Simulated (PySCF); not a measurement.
A GIAO shielding run with PySCF 2.14.0 with density-fitted response routines (density fitting, non-relativistic, gas phase) on `[C-]#[O+]`, CO:

```
$ OMP_NUM_THREADS=1 python probes_run.py task.json out

{"job": {"kind": "nmr", "xc": "B97-2", "basis": "pcSseg-2", "pop": false}, "charge": 0, "multiplicity": 1}
C      0.570227    -0.028359     0.001394
O     -0.552737    -0.000461    -0.013524
```

Hardware: 1 thread of an Arm Neoverse N1, shared host.

Question: How large is the calculation?

Answer: 14 electrons, 72 basis functions and 197 auxiliary functions.

Question: How long does it take, and how much memory does it need?

Answer: 1.4 s of wall time, with 12 SCF cycles and 4 response iterations; peak memory 0.31 GiB. Times on a shared host scatter by some tens of per cent.

Question: And these other runs on the same molecule and hardware: GIAO shielding at KT3/pcSseg-2; GIAO shielding at PBE0/pcSseg-2; GIAO shielding at wB97X-D/pcSseg-2; spin–spin coupling at B3LYP/pcJ-2; spin–spin coupling at B97-2/pcJ-2; spin–spin coupling at PBE0/pcJ-2?

Answer: KT3/pcSseg-2: 72 functions, 1.8 s; PBE0/pcSseg-2: 72 functions, 3.5 s; wB97X-D/pcSseg-2: 72 functions, 1.5 s; B3LYP/pcJ-2: 102 functions, 2 s; B97-2/pcJ-2: 102 functions, 2 s; PBE0/pcJ-2: 102 functions, 1.9 s.
